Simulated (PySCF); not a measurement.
Orbital picture of AlN

PBE0 at R = 1.793 Å; PySCF, no relativity, basis sets Al def2-TZVP, N def2-TZVP. State: ³Π (triplet), unpaired electrons σ ↑, π ↑. Only the outer orbitals are listed, counted within each symmetry.

| spin | orbital | occ. | ε (eV) | on Al (%) | main shells (%) |
| --- | --- | --- | --- | --- | --- |
| α | 5σ | 1 | -21.47 | 13 | 86 N s |
| α | 6σ | 1 | -10.47 | 33 | 61 N p, 31 Al s |
| α | 2π | 1 | -8.99 | 11 | 88 N p |
| α | 2π | 1 | -7.54 | 16 | 84 N p, 12 Al p |
| α | 7σ | 1 | -7.22 | 81 | 56 Al s, 24 Al p, 19 N p |
| α | 3π | 0 | -1.56 | 96 | 92 Al p |
| α | 3π | 0 | -1.24 | 93 | 87 Al p |
| β | 5σ | 1 | -18.33 | 17 | 81 N s, 9 Al s |
| β | 6σ | 1 | -8.10 | 74 | 70 Al s, 19 N p |
| β | 2π | 1 | -6.54 | 25 | 75 N p, 20 Al p |
| β | 7σ | 0 | -3.43 | 45 | 53 N p, 23 Al p, 21 Al s |
| β | 2π | 0 | -3.32 | 49 | 51 N p, 46 Al p |
| β | 3π | 0 | -0.88 | 87 | 81 Al p, 14 N p |

Q: Which are the highest filled and the lowest empty level, where do they sit, and how wide is the gap?

A: Highest filled β 2π at -6.54 eV (in %: 75 N p, 20 Al p); lowest empty β 7σ at -3.43 eV (in %: 53 N p, 23 Al p, 21 Al s); the gap at PBE0 is 3.11 eV.

```json
{
  "bond order (Mayer)": "1.66",
  "⟨S²⟩": "2.027",
  "charge on Al (Mulliken, basis-dependent)": "0.31",
  "charge on Al (Löwdin, basis-dependent)": "0.14",
  "dipole moment (positive dipole means Al(−)N(+))": "-2.63 D"
}
```

The state was picked by a PBE0 search and need not be the measured ground state.
